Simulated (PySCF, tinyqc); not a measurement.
RHF in the sto-3g basis, for HF, spin multiplicity 1, step by step. The lowest restricted solution is unstable here: a spin-polarised one lies 0.1460 hartree lower (PySCF). Computed by tinyqc, a small Python program that keeps every step (integrals from PySCF). Settings: charge = 0, multiplicity = 1, basis = sto-3g, energy threshold = 1e-08, iteration cap = 74, orthogonalisation = symmetric, start = core, DIIS depth = 3, damping = 0.3, method = RHF. Command: `OMP_NUM_THREADS=1 python tinyqc.py 27701 27702 out.jsonl` (the two numbers bound the seeds that draw the settings). One thread of a shared host (Intel(R) Xeon(R) Processor @ 2.60GHz), about 0.07 s of CPU time with the checks. Later iterations appear only in the table of the cycle.

## One-electron integrals

Geometry (angstrom):
```
atom       x       y       z
F     0.0000  0.0000  0.0000
H     0.0000  0.0000  1.7940
```

Basis sto-3g: exponents (1/bohr^2) and contraction coefficients of normalised primitives:
```
element  l (shell)  exponent  coefficient
F            s (1)  166.6791       0.1543
F            s (1)   30.3608       0.5353
F            s (1)    8.2168       0.4446
F            s (2)    6.4648      -0.1000
F            s (2)    1.5023       0.3995
F            s (2)    0.4886       0.7001
F            p (3)    6.4648       0.1559
F            p (3)    1.5023       0.6077
F            p (3)    0.4886       0.3920
H            s (1)    3.4253       0.1543
H            s (1)    0.6239       0.5353
H            s (1)    0.1689       0.4446
```

Overlap, kinetic and nuclear-attraction integrals over the contracted functions; the nuclear repulsion is the sum of Za Zb / Rab.

nuclear repulsion = 2.654735 hartree

overlap S, lower triangle:
```
         1F 1s   1F 2s  1F 2px  1F 2py  1F 2pz   2H 1s
1F 1s   1.0000
1F 2s   0.2380  1.0000
1F 2px  0.0000  0.0000  1.0000
1F 2py  0.0000  0.0000  0.0000  1.0000
1F 2pz  0.0000  0.0000  0.0000  0.0000  1.0000
2H 1s   0.0067  0.0909  0.0000  0.0000  0.0894  1.0000
```

kinetic energy T (hartree), lower triangle:
```
          1F 1s    1F 2s  1F 2px  1F 2py   1F 2pz   2H 1s
1F 1s   36.9846
1F 2s   -0.2129   1.0380
1F 2px   0.0000   0.0000  3.2480
1F 2py   0.0000   0.0000  0.0000  3.2480
1F 2pz   0.0000   0.0000  0.0000  0.0000   3.2480
2H 1s   -0.0018  -0.0192  0.0000  0.0000  -0.0054  0.7600
```

nuclear attraction V (hartree), lower triangle:
```
           1F 1s     1F 2s    1F 2px    1F 2py    1F 2pz    2H 1s
1F 1s   -77.3046
1F 2s    -9.2470  -11.8362
1F 2px    0.0000    0.0000  -11.7378
1F 2py    0.0000    0.0000    0.0000  -11.7378
1F 2pz   -0.0039   -0.0492    0.0000    0.0000  -11.7556
2H 1s    -0.2660   -0.6975    0.0000    0.0000   -0.5591  -3.8785
```

core Hamiltonian H = T + V (hartree), lower triangle:
```
           1F 1s     1F 2s   1F 2px   1F 2py   1F 2pz    2H 1s
1F 1s   -40.3200
1F 2s    -9.4599  -10.7982
1F 2px    0.0000    0.0000  -8.4898
1F 2py    0.0000    0.0000   0.0000  -8.4898
1F 2pz   -0.0039   -0.0492   0.0000   0.0000  -8.5076
2H 1s    -0.2678   -0.7167   0.0000   0.0000  -0.5645  -3.1185
```

## Two-electron integrals

Functions are numbered as in S; the eight-fold symmetry (ij|kl) = (ji|kl) = (kl|ij) leaves the list below.

Two-electron integrals (ij|kl) in chemists' order, unique and non-zero (hartree):
```
(11|11) 5.4035     (21|11) 0.8419     (21|21) 0.1563     (22|11) 1.2680
(22|21) 0.2923     (22|22) 0.9262     (31|31) 0.0280     (32|31) 0.0432
(32|32) 0.2046     (33|11) 1.2645     (33|21) 0.2924     (33|22) 0.9260
(33|33) 0.9975     (41|41) 0.0280     (42|41) 0.0432     (42|42) 0.2046
(43|43) 0.0538     (44|11) 1.2645     (44|21) 0.2924     (44|22) 0.9260
(44|33) 0.8900     (44|44) 0.9975     (51|51) 0.0280     (52|51) 0.0432
(52|52) 0.2046     (53|53) 0.0538     (54|54) 0.0538     (55|11) 1.2645
(55|21) 0.2924     (55|22) 0.9260     (55|33) 0.8900     (55|44) 0.8900
(55|55) 0.9975     (61|11) 0.0239     (61|21) 0.0044     (61|22) 0.0082
(61|33) 0.0082     (61|44) 0.0082     (61|51) 1.69e-04   (61|52) 3.19e-04
(61|55) 0.0082     (61|61) 1.25e-04   (62|11) 0.0727     (62|21) 0.0170
(62|22) 0.0619     (62|33) 0.0610     (62|44) 0.0610     (62|51) 0.0011
(62|52) 0.0096     (62|55) 0.0635     (62|61) 4.87e-04   (62|62) 0.0056
(63|31) 0.0016     (63|32) 0.0103     (63|53) 0.0020     (63|63) 0.0008
(64|41) 0.0016     (64|42) 0.0103     (64|54) 0.0020     (64|64) 0.0008
(65|11) 0.0564     (65|21) 0.0134     (65|22) 0.0521     (65|33) 0.0502
(65|44) 0.0502     (65|51) 0.0023     (65|52) 0.0171     (65|55) 0.0559
(65|61) 3.93e-04   (65|62) 0.0058     (65|65) 0.0067     (66|11) 0.2946
(66|21) 0.0701     (66|22) 0.2941     (66|33) 0.2885     (66|44) 0.2885
(66|51) 0.0039     (66|52) 0.0481     (66|55) 0.3051     (66|61) 0.0020
(66|62) 0.0373     (66|65) 0.0458     (66|66) 0.7746
```

## Orthogonalisation

S = U s U^T; symmetric (Loewdin) form X = U s^(-1/2) U^T, so that X^T S X = 1.

eigenvalues of S: 0.7454  0.9148  1.0000  1.0000  1.0804  1.2595

X, lower triangle:
```
          1F 1s    1F 2s  1F 2px  1F 2py   1F 2pz   2H 1s
1F 1s    1.0222
1F 2s   -0.1238   1.0255
1F 2px   0.0000   0.0000  1.0000
1F 2py   0.0000   0.0000  0.0000  1.0000
1F 2pz  -0.0004   0.0032  0.0000  0.0000   1.0030
2H 1s    0.0051  -0.0470  0.0000  0.0000  -0.0452  1.0062
```

## Starting guess

The start is the orbitals of the core Hamiltonian; D = 2 C_occ C_occ^T.

D at the start, lower triangle:
```
          1F 1s    1F 2s  1F 2px  1F 2py   1F 2pz   2H 1s
1F 1s    2.1204
1F 2s   -0.5064   2.1294
1F 2px   0.0000   0.0000  2.0000
1F 2py   0.0000   0.0000  0.0000  2.0000
1F 2pz  -0.0019   0.0101  0.0000  0.0000   2.0106
2H 1s    0.0142  -0.0579  0.0000  0.0000  -0.0748  0.0043
```

## Iteration 1: building the Fock matrix

J_ij = sum D_kl (ij|kl), K_ij = sum D_kl (ik|jl); F = H + J - 0.5 K; E = tr D H + tr D J / 2 - 0.25 tr D K + E_nn.

Coulomb J (hartree), lower triangle:
```
          1F 1s   1F 2s  1F 2px  1F 2py  1F 2pz   2H 1s
1F 1s   20.8907
1F 2s    4.0034  9.9170
1F 2px   0.0000  0.0000  9.9081
1F 2py   0.0000  0.0000  0.0000  9.9081
1F 2pz   0.0003  0.0005  0.0000  0.0000  9.9082
2H 1s    0.1129  0.6392  0.0000  0.0000  0.5291  2.9409
```

exchange K (hartree), lower triangle:
```
          1F 1s   1F 2s  1F 2px  1F 2py  1F 2pz   2H 1s
1F 1s   11.1063
1F 2s    1.9454  3.2291
1F 2px   0.0000  0.0000  2.6605
1F 2py   0.0000  0.0000  0.0000  2.6605
1F 2pz   0.0001  0.0014  0.0000  0.0000  2.6617
2H 1s    0.0589  0.1843  0.0000  0.0000  0.1151  0.0206
```

Fock matrix F (hartree), lower triangle:
```
           1F 1s    1F 2s  1F 2px  1F 2py   1F 2pz    2H 1s
1F 1s   -24.9824
1F 2s    -6.4292  -2.4958
1F 2px    0.0000   0.0000  0.0880
1F 2py    0.0000   0.0000  0.0000  0.0880
1F 2pz   -0.0037  -0.0494  0.0000  0.0000   0.0697
2H 1s    -0.1844  -0.1696  0.0000  0.0000  -0.0929  -0.1879
```

total energy of this density = -97.887704 hartree

This density is the starting one.

## Iteration 1: diagonalisation and new density

Diagonalise F' = X^T F X, C = X C', fill 5 alpha and 5 beta electrons from the bottom; D = 2 C_occ C_occ^T; the new density keeps 0.3 of the old one (damping). Each column has its largest component positive (the first on a tie).

F' = X^T F X (hartree), lower triangle:
```
          1        2       3       4        5        6
1  -24.5174
2   -3.3516  -1.3613
3    0.0000   0.0000  0.0880
4    0.0000   0.0000  0.0000  0.0880
5   -0.0004  -0.0435  0.0000  0.0000   0.0779
6   -0.0005  -0.0765  0.0000  0.0000  -0.0869  -0.1708
```

orbital energies (hartree): MO1 -24.9928, MO2 -0.8967, MO3 -0.1878, MO4 0.0880, MO5 0.0880, MO6 0.1055

coefficients C:
```
            MO1      MO2      MO3     MO4      MO5      MO6
1F 1s    0.9947  -0.2637   0.0363  0.0000   0.0000   0.0030
1F 2s    0.0214   1.0200  -0.1685  0.0000   0.0000  -0.0026
1F 2px   0.0000   0.0000   0.0000  0.1889   0.9820   0.0000
1F 2py   0.0000   0.0000   0.0000  0.9820  -0.1889   0.0000
1F 2pz   0.0003   0.0520   0.2484  0.0000   0.0000   0.9715
2H 1s   -0.0011   0.0613   0.9476  0.0000   0.0000  -0.3391
```

D after iteration 1, lower triangle:
```
          1F 1s    1F 2s  1F 2px  1F 2py  1F 2pz   2H 1s
1F 1s    2.1205
1F 2s   -0.5072   2.1356
1F 2px   0.0000   0.0000  2.0000
1F 2py   0.0000   0.0000  0.0000  2.0000
1F 2pz  -0.0067   0.0186  0.0000  0.0000  0.6933
2H 1s    0.0283  -0.1534  0.0000  0.0000  0.3115  1.2638
```

Within a degenerate level the vectors are fixed only up to a rotation; this is one choice.

## Iteration 2: building the Fock matrix

As before.

Coulomb J (hartree), lower triangle:
```
          1F 1s   1F 2s  1F 2px  1F 2py  1F 2pz   2H 1s
1F 1s   19.6335
1F 2s    3.7154  9.1017
1F 2px   0.0000  0.0000  9.1320
1F 2py   0.0000  0.0000  0.0000  9.1320
1F 2pz   0.0072  0.0756  0.0000  0.0000  9.0152
2H 1s    0.1049  0.6065  0.0000  0.0000  0.5178  3.5454
```

exchange K (hartree), lower triangle:
```
          1F 1s   1F 2s  1F 2px  1F 2py  1F 2pz   2H 1s
1F 1s   11.0696
1F 2s    1.8892  2.9680
1F 2px   0.0000  0.0000  2.5915
1F 2py   0.0000  0.0000  0.0000  2.5915
1F 2pz   0.0008  0.0422  0.0000  0.0000  1.3974
2H 1s    0.0574  0.2029  0.0000  0.0000  0.2152  1.0158
```

Fock matrix F (hartree), lower triangle:
```
           1F 1s    1F 2s   1F 2px   1F 2py   1F 2pz    2H 1s
1F 1s   -26.2213
1F 2s    -6.6890  -3.1805
1F 2px    0.0000   0.0000  -0.6536
1F 2py    0.0000   0.0000   0.0000  -0.6536
1F 2pz    0.0029   0.0052   0.0000   0.0000  -0.1911
2H 1s    -0.1917  -0.2116   0.0000   0.0000  -0.1543  -0.0810
```

total energy of this density = -98.051286 hartree

This density is a damped mixture and is not idempotent.

## Iteration 2: DIIS over 2 matrices

error matrix X^T (FDS - SDF) X:
```
         1        2       3       4        5        6
1   0.0000   0.0004  0.0000  0.0000   0.0031  -0.0172
2  -0.0004   0.0000  0.0000  0.0000  -0.0904   0.0705
3   0.0000   0.0000  0.0000  0.0000   0.0000   0.0000
4   0.0000   0.0000  0.0000  0.0000   0.0000   0.0000
5  -0.0031   0.0904  0.0000  0.0000   0.0000  -0.1273
6   0.0172  -0.0705  0.0000  0.0000   0.1273   0.0000
```

B (overlaps of the stored error matrices):
```
                1               2
1   9.4968589e-02  -2.6873220e-02
2  -2.6873220e-02   5.9334203e-02
```

Minimise |sum c_i e_i|^2 with sum c_i = 1: solve [B -1; -1 0][c; lambda] = [0; -1] with B_ij = tr e_i^T e_j, and take F = sum c_i F_i.

DIIS coefficients: 0.4144  0.5856

extrapolated F (hartree), lower triangle:
```
           1F 1s    1F 2s   1F 2px   1F 2py   1F 2pz    2H 1s
1F 1s   -25.7080
1F 2s    -6.5814  -2.8968
1F 2px    0.0000   0.0000  -0.3463
1F 2py    0.0000   0.0000   0.0000  -0.3463
1F 2pz    0.0002  -0.0174   0.0000   0.0000  -0.0830
2H 1s    -0.1886  -0.1942   0.0000   0.0000  -0.1288  -0.1253
```

## Iteration 2: diagonalisation and new density

As before.

F' = X^T F X (hartree), lower triangle:
```
          1        2        3        4        5        6
1  -25.2431
2   -3.3708  -1.7528
3    0.0000   0.0000  -0.3463
4    0.0000   0.0000   0.0000  -0.3463
5   -0.0005  -0.0098   0.0000   0.0000  -0.0722
6   -0.0002  -0.0879   0.0000   0.0000  -0.1207  -0.1029
```

orbital energies (hartree): MO1 -25.7173, MO2 -1.2854, MO3 -0.3463, MO4 -0.3463, MO5 -0.2045, MO6 0.0360

coefficients C:
```
            MO1      MO2      MO3     MO4      MO5      MO6
1F 1s    0.9950  -0.2639   0.0000  0.0000   0.0205  -0.0137
1F 2s    0.0202   1.0262   0.0000  0.0000  -0.1007   0.0739
1F 2px   0.0000   0.0000  -0.0598  0.9982   0.0000   0.0000
1F 2py   0.0000   0.0000   0.9982  0.0598   0.0000   0.0000
1F 2pz   0.0001   0.0152   0.0000  0.0000   0.6384   0.7748
2H 1s   -0.0010   0.0276   0.0000  0.0000   0.7169  -0.7085
```

D after iteration 2, lower triangle:
```
          1F 1s    1F 2s  1F 2px  1F 2py  1F 2pz   2H 1s
1F 1s    2.1203
1F 2s   -0.5061   2.1298
1F 2px   0.0000   0.0000  2.0000
1F 2py   0.0000   0.0000  0.0000  2.0000
1F 2pz   0.0109  -0.0626  0.0000  0.0000  0.7788
2H 1s    0.0174  -0.1074  0.0000  0.0000  0.7348  1.0998
```

Within a degenerate level the vectors are fixed only up to a rotation; this is one choice.

## Iteration 18 (converged): orbitals

converged F (hartree), lower triangle:
```
           1F 1s    1F 2s   1F 2px   1F 2py   1F 2pz    2H 1s
1F 1s   -25.9212
1F 2s    -6.6257  -3.0066
1F 2px    0.0000   0.0000  -0.4653
1F 2py    0.0000   0.0000   0.0000  -0.4653
1F 2pz   -0.0066   0.0032   0.0000   0.0000  -0.1370
2H 1s    -0.1909  -0.2272   0.0000   0.0000  -0.2437  -0.1349
```

Diagonalise F' = X^T F X, C = X C', fill 5 alpha and 5 beta electrons from the bottom; D = 2 C_occ C_occ^T. Each column has its largest component positive (the first on a tie).

F' = X^T F X (hartree), lower triangle:
```
          1        2        3        4        5        6
1  -25.4565
2   -3.3773  -1.8570
3    0.0000   0.0000  -0.4653
4    0.0000   0.0000   0.0000  -0.4653
5   -0.0107   0.0187   0.0000   0.0000  -0.1160
6    0.0025  -0.1180   0.0000   0.0000  -0.2351  -0.0993
```

orbital energies (hartree): MO1 -25.9303, MO2 -1.3938, MO3 -0.4653, MO4 -0.4653, MO5 -0.3387, MO6 0.1340

coefficients C:
```
            MO1      MO2     MO3      MO4      MO5      MO6
1F 1s    0.9951  -0.2632  0.0000   0.0000   0.0192   0.0210
1F 2s    0.0198   1.0243  0.0000   0.0000  -0.0947  -0.1034
1F 2px   0.0000   0.0000  0.0151   0.9999   0.0000   0.0000
1F 2py   0.0000   0.0000  0.9999  -0.0151   0.0000   0.0000
1F 2pz   0.0003   0.0002  0.0000   0.0000   0.6984  -0.7214
2H 1s   -0.0010   0.0438  0.0000   0.0000   0.6579   0.7629
```

D after iteration 18, lower triangle:
```
          1F 1s    1F 2s  1F 2px  1F 2py  1F 2pz   2H 1s
1F 1s    2.1197
1F 2s   -0.5033   2.1169
1F 2px   0.0000   0.0000  2.0000
1F 2py   0.0000   0.0000  0.0000  2.0000
1F 2pz   0.0274  -0.1319  0.0000  0.0000  0.9755
2H 1s    0.0002  -0.0348  0.0000  0.0000  0.9189  0.8694
```

Within a degenerate level the vectors are fixed only up to a rotation; this is one choice.

## Convergence

Stop when the energy changes by less than 1e-08 hartree and every element of the error matrix X^T (F D S - S D F) X is below 3e-05.

Course of the cycle:
```
iteration  E (hartree)     change  largest element of the error matrix
1           -97.887704          -                             1.76e-01
2           -98.051286  -1.64e-01                             1.27e-01
3           -98.216614  -1.65e-01                             1.34e-01
4           -98.262746  -4.61e-02                             1.83e-01
5           -98.286989  -2.42e-02                             1.61e-01
6           -98.306792  -1.98e-02                             3.22e-02
7           -98.311254  -4.46e-03                             1.02e-02
8           -98.312548  -1.29e-03                             3.10e-03
9           -98.312931  -3.83e-04                             9.37e-04
10          -98.313046  -1.15e-04                             2.81e-04
11          -98.313080  -3.43e-05                             8.44e-05
12          -98.313090  -1.03e-05                             2.53e-05
13          -98.313094  -3.09e-06                             7.60e-06
14          -98.313094  -9.27e-07                             2.28e-06
15          -98.313095  -2.78e-07                             6.84e-07
16          -98.313095  -8.34e-08                             2.05e-07
17          -98.313095  -2.50e-08                             6.15e-08
18          -98.313095  -7.51e-09                             1.85e-08
```

PySCF RHF in the same basis = -98.313095 hartree

Converged in 18 iterations.

## Populations, bond orders and dipole

Mulliken: Z minus the diagonal of D S on the atom; Loewdin: the same with S^(1/2) D S^(1/2); Mayer order: 2 sum_s sum (D(s) S)_ij (D(s) S)_ji over the two atoms.

Charges (e):
```
atom  Mulliken  Loewdin
1F     -0.0516  -0.0494
2H      0.0516   0.0494
```

Mayer bond orders:
```
pair   order
2-1   0.9973
```

dipole moment about the origin, x y z (debye): 0.0000  0.0000  0.7961
